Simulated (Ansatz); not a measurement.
Reaction (SMILES): F atom → [F-] (an electron is taken up)
B3LYP-D3(BJ)/def2-TZVP geometries, fixed; electronic energies without zero-point terms; positive where energy is released.

Energies in hartree at CCSD(T) with Ansatz (a first-principles code); the adiabatic electron affinity is their sum with the coefficients shown, times 27.2114 eV a hartree. All functions are spherical. Cores are frozen. Open shells are unrestricted. No added dispersion term, no relativity.

```json
[
 {"species": "F atom", "coefficient": "+1", "part": "Hartree-Fock", "aug-cc-pVDZ": "-99.38109", "aug-cc-pVTZ": "-99.40688", "aug-cc-pVQZ": "-99.41409"},
 {"species": "F atom", "coefficient": "+1", "part": "correlation", "aug-cc-pVDZ": "-0.16898", "aug-cc-pVTZ": "-0.22095", "aug-cc-pVQZ": "-0.23882"},
 {"species": "[F-]", "coefficient": "-1", "part": "Hartree-Fock", "aug-cc-pVDZ": "-99.42828", "aug-cc-pVTZ": "-99.45081", "aug-cc-pVQZ": "-99.45746"},
 {"species": "[F-]", "coefficient": "-1", "part": "correlation", "aug-cc-pVDZ": "-0.24035", "aug-cc-pVTZ": "-0.29873", "aug-cc-pVQZ": "-0.31961"}
]
```

**Question.** Predict the adiabatic electron affinity in aug-cc-pV5Z (X = 5): let each Hartree-Fock step shrink by the ratio of the last two, and fit each correlation energy at X = 3 and 4 to E + A/X^3. Compare with the run.

**Answer.** 
- F atom: steps -0.02579 and -0.00721, ratio 0.280, so Hartree-Fock -99.41611 (run: -99.41609); A = (-0.22095 - (-0.23882))/(1/27 - 1/64) = 0.8346, correlation -0.23882 - A/64 + A/125 = -0.24518 (run: -0.24558).
- [F-]: steps -0.02253 and -0.00665, ratio 0.295, so Hartree-Fock -99.45942 (run: -99.45926); A = (-0.29873 - (-0.31961))/(1/27 - 1/64) = 0.9752, correlation -0.31961 - A/64 + A/125 = -0.32705 (run: -0.32730).
Predicted 3.406 eV; the run in aug-cc-pV5Z gives 3.398, a miss of 0.008. Keeping the value in aug-cc-pVQZ, 3.379, would miss by -0.020. All sums are of the energies as printed.
